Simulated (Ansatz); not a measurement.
# AlBH₂ (singlet): wave-function methods side by side at angle Al2–B1–H3 = 141.4°, 6-31G

Aim: climb from Hartree-Fock through coupled cluster and multireference methods for AlBH₂ (singlet) at one geometry and basis, and see what each rung misses.

Computed with Ansatz 0.2.0, Gaussian basis. Level: 6-31G, core rule «outside noble gas», up to 6 orbitals frozen.

Plan: UHF; CCSD(T) on RHF; CCSD(T) on UHF; BCCD(T) on RHF; CISD; CCSDT(Q) on RHF; CCSDT(Q) on UHF; CCSDTQ on RHF; CASSCF and MRCISD+Q, 2 electrons in 2 orbitals; CASSCF and NEVPT2, 2 electrons in 2 orbitals; CASSCF and MRCISD+Q, 8 electrons in 10 orbitals; CASSCF and MRCISD+Q(relaxed), 8 electrons in 10 orbitals; CASSCF and NEVPT2, 8 electrons in 10 orbitals; Full CI.

6 further runs of the same task are left out: 1 for a mislabelled method, 4 that didn't finish, 1 set aside as unsound or not needed.

**1. What is computed**

The geometry derives from a PBE0/def2-TZVP stationary point (not a proven minimum). One angle is set to the value named; bond lengths are kept.

4 atoms, charge 0, spin multiplicity 1.

Atoms are counted from 1 here; the program's logs count them from 0.

Bond lengths: B1–Al2 2.055 Å, B1–H3 1.197 Å, Al2–H4 1.595 Å. Angles: Al2–B1–H3 141.4°, B1–Al2–H4 128.5°.

**2. UHF**

in.yaml

```yaml
crystal:
  periodic: [false, false, false]
  atoms:
    - {symbol: B, position_ang: [0.000000, -0.216502, 1.430028]}
    - {symbol: Al, position_ang: [0.000000, 0.108942, -0.598967]}
    - {symbol: H, position_ang: [0.000000, 0.372787, 2.472122]}
    - {symbol: H, position_ang: [0.000000, -0.966905, -1.776626]}
basis:
  gaussian: {orbitals: 6-31G}
magnetization: {spin_polarized: true, initial_magnetization: 0}
hamiltonian: {xc: hf}
output: {orbitals: {seedname: orbitals}}
```

Started as:

```
ansatz run in.yaml --threads 1 --pin off --events-out ev --progress --plain --max-ram 2393MiB
```

Further steps of the session: CCSD(T) on RHF; CCSD(T) on UHF; BCCD(T) on RHF; CISD; CCSDT(Q) on RHF; CCSDT(Q) on UHF; CCSDTQ on RHF; CASSCF and MRCISD+Q, 2 electrons in 2 orbitals; CASSCF and NEVPT2, 2 electrons in 2 orbitals; CASSCF and MRCISD+Q, 8 electrons in 10 orbitals; CASSCF and MRCISD+Q(relaxed), 8 electrons in 10 orbitals; CASSCF and NEVPT2, 8 electrons in 10 orbitals; Full CI.

Before running them: what should the planned runs give, taken together? Wanted: FCI below the RHF energy; RMP2 from FCI; UMP2 from FCI; RCCSD from FCI; RCCSD(T) from FCI; UCCSD(T) from FCI; RCCSDT(Q) from FCI; UCCSDT(Q) from FCI; NEVPT2 pair from FCI.

As calculated:

| quantity | value |
| --- | --- |
| FCI below the RHF energy | -3.4460 eV |
| RMP2 from FCI | +1079.0 meV |
| UMP2 from FCI | +1020.0 meV |
| RCCSD from FCI | +160.4 meV |
| RCCSD(T) from FCI | +40.3 meV |
| UCCSD(T) from FCI | +28.7 meV |
| RCCSDT(Q) from FCI | +2.1 meV |
| UCCSDT(Q) from FCI | -37.4 meV |
| NEVPT2 pair from FCI | +725.7 meV |
| MRCISD+Q pair from FCI | +29.3 meV |
| NEVPT2 valence from FCI | +207.6 meV |
| levels within 1 kcal/mol (43 meV) | RCCSD(T), UCCSD(T), RCCSDT, UCCSDT, RCCSDT(Q), UCCSDT(Q), RCCSDTQ, MRCISD+Q pair, MRCISD valence, MRCISD+Q valence, MRCISD+Q(relaxed) valence |
| T1 diagnostic | 0.029 |
| effectively unpaired electrons | 0.36 |

RCCSD(T) misses by +40.3 meV, 1.2 % of the correlation energy. UCCSDT, UCCSDT(Q) fall below full CI: unrestricted runs freeze a spin-polarised core, another one than full CI's, and coupled cluster isn't variational. The occupations show some static correlation. Of the multireference levels listed MRCISD+Q(relaxed) valence comes nearest in total energy (-1.9 meV), which doesn't show that its space is the better one. Coupled cluster took another determinant than the lowest Hartree-Fock one. These misses are within one basis, not against nature.
